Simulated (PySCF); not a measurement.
Homolysis of single bonds, series C Cl-H. Gas-phase values, no solvent. Strings in code marks are SMILES.

Method: TPSSh-D3(BJ)/def2-TZVP // PBE0-D3(BJ)/def2-TZVP (PySCF). 

```
species                           dipole moment (D)
--------------------------------  -----------------
radical fragment (`Cl[C](Cl)Cl`)               0.15
whole molecule (`ClCCl`)                       1.66
radical fragment (`Cl[CH2]`)                   1.05
whole molecule (`CCl`)                         1.92
```
